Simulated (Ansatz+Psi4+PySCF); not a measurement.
# doublet OH: levels of theory in one basis

| atom | x (Å) | y (Å) | z (Å) |
| --- | --- | --- | --- |
| O | 0.0000 | 0.0000 | 0.1305 |
| H | 0.0000 | 0.0000 | -1.0443 |

Basis set: cc-pVTZ (spherical functions). Left uncorrelated: 1 orbital. Correlation on ROHF uses semicanonical orbitals with singles. Charge 0, multiplicity 2.

Computed with Ansatz (development build ahead of 0.2.0) and Psi4 1.11; each method stands on the lowest determinant of its kind that the runs found.

```
      method  E − E(ROHF) (eV)  <S²> of the determinant
        ROHF              0.00                     0.75
         UHF             -0.15                     0.77
    ROHF-MP2             -5.76                        –
     UHF-MP2             -5.74                     0.77
   ROHF-CCSD             -6.15                        –
    UHF-CCSD             -6.16                     0.77
ROHF-CCSD(T)             -6.32                        –
 UHF-CCSD(T)             -6.32                     0.77
```
